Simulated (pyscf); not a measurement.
•H₂C–CH₂–CH₂–NH₂ (SMILES [CH2]CCN) → C₃H₆ (SMILES C1CC1) + NH₂• (SMILES [NH2]), a ring closure with loss of a group (doublet surface; C–N broken, C–C formed). Structures and frequencies: ωB97X-D3(BJ)/def2-SVP in PySCF. Energies in kcal/mol from the reactant's lowest minimum found.

AM1 to PM7: differences of heats of formation from MOPAC, which are fitted to 298 K values and so differ in kind from electronic energies by zero-point and thermal terms. Open shells are spin-unrestricted. 

Task: Quick PM3 single points give ΔE‡ = 74.4 kcal/mol and ΔE = +37.5 kcal/mol. What does ωB97M-D3(BJ)/def2-TZVP give, and how far is the quick result from it?

Result: ωB97M-D3(BJ)/def2-TZVP gives ΔE‡ = 65.4 kcal/mol and ΔE = +27.7 kcal/mol. PM3 lies 9.1 kcal/mol over it in the barrier and 9.8 kcal/mol over it in the reaction energy, so on this step it does not hold to within 3.0 kcal/mol. ωB97M-D3(BJ)/def2-TZVP has limits of its own. On the reactant side the descent ends in a point that may be a rotor saddle (no frequency run), 4.7 kcal/mol over the lowest minimum found and 62.2 kcal/mol under the saddle at ωB97X-D3(BJ)/def2-TZVP. The same reactants have a lower exit, to H₂C=CH₂ + •H₂C–NH₂ (no saddle counted: cutting one bond, which may have a small barrier of its own, costs +18.1 kcal/mol at ωB97M-D3(BJ)/def2-TZVP, against +65.4 kcal/mol here). cyclopropane lies 6.6 kcal/mol over its isomer H₂C=CH–CH₃ (electronic energy, ωB97M-D3(BJ)/def2-TZVP). One saddle was located; it need not be the lowest between these sides.
